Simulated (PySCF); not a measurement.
# H₂N, SMILES `[NH2]` (charge 0, multiplicity 2)

Method: PBE-D3(BJ)/def2-TZVP in PySCF 2.14.0.

| Property | Value |
|---|---|
| highest occupied spin orbital | -7.10 eV |
| dipole moment | 1.90 D |
| total energy | -55.8294 Ha |
| cost | very roughly 8 core-seconds |

```xyz
3

N     -0.0022     0.4345     0.0000
H     -0.8073    -0.2213     0.0000
H      0.8095    -0.2132     0.0000
```
Charge 0, spin multiplicity 2.
